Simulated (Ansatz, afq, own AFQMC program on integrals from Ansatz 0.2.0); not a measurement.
## BSiH₃, triplet: AFQMC among the cluster methods

```xyz
5

B    -1.9865    0.0000    0.0000
H    -2.5832    1.0336    0.0000
H    -2.5832   -1.0336    0.0000
H    -0.7930    0.0000    0.0000
Si    0.9785    0.0000    0.0000
```

Connectivity, by distances: BH2 ··· Si, 1 bridging H.

Basis cc-pVTZ. Only valence electrons are correlated. Ansatz 0.2.0 and our own AFQMC program on the same integrals; the CISD trial comes from CCSD amplitudes, and released means the phaseless constraint is let go. ± is one standard error of the sampling.

Determinant: UHF, the one that the program's search chose, which needn't be the lowest solution. The geometry is a point of a scan.

No full CI on the walks' own integrals is used here; CCSDT(Q) serves as the reference and is uncertain by about the last step of the cluster series.

Cautions: lower spins were not checked.

- T1 diagnostic: 0.0284
- weight of the determinant in the CISD state: 0.866
- ⟨S²⟩ of the determinant: 2.038
- size of the correlated space: 10 electrons in 100 orbitals

Reference: CCSDT(Q), correlation energy -6.203 eV. The released energy is read at 2.40 1/Eh (meV from the phaseless value at times in 1/Eh: -9 ± 5 at 0.24, -13 ± 5 at 0.51, -13 ± 5 at 0.99, -26 ± 6 at 1.62, -18 ± 7 at 2.40).

| level | E − E(reference) (meV) | share of correlation (%) |
| --- | --- | --- |
| HF | 6202.8 | 0.00 |
| MP2 | 1318.1 | 78.75 |
| CCSD | 247.6 | 96.01 |
| CCSD(T) | 51.1 | 99.18 |
| CCSDT | 8.0 | 99.87 |
| ph-AFQMC/CISD | 20.4 ± 5.0 | 99.67 |
| released AFQMC | 2.4 ± 7.1 | 99.96 |

A walk keeps the symmetry of its determinant, which the program's search chose and which needn't be the lowest solution, so a lower state of the same spin and another symmetry isn't excluded. Released energies are given only where the last usable release times agree within the noise; a slower fall can still hide under it.
